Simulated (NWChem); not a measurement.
## Correlation energy of B

```
B
```
Charge 0, spin multiplicity 2.

Program: NWChem.

Basis set: cc-pVTZ. Each correlation energy counts from its own Hartree-Fock reference.

| method | correlation energy (mHa) |
|---|---|
| CCSDT on ROHF | -70.3 |
| URI-MP2 | -44.1 |
| CCSD on ROHF | -68.5 |
| SCS-UMP2 | -50.1 |
| CCSD on UHF | -64.7 |
| CCSD[T] on UHF | -66.1 |
| CCSD(T) on ROHF | -70.0 |
| CCSD(T) on UHF | -66.0 |
| UMP2 | -44.1 |
| CCSD[T] on ROHF | -70.0 |

The values span 26.3 mHa, from CCSDT on ROHF (lowest) to UMP2 (highest). 

The correlated methods keep 1 core orbital frozen. No SCF solution was tested for a lower state. Open-shell Hartree-Fock references start from PBE0 orbitals. Coupled-cluster values serve here as a point of comparison, not as the truth.
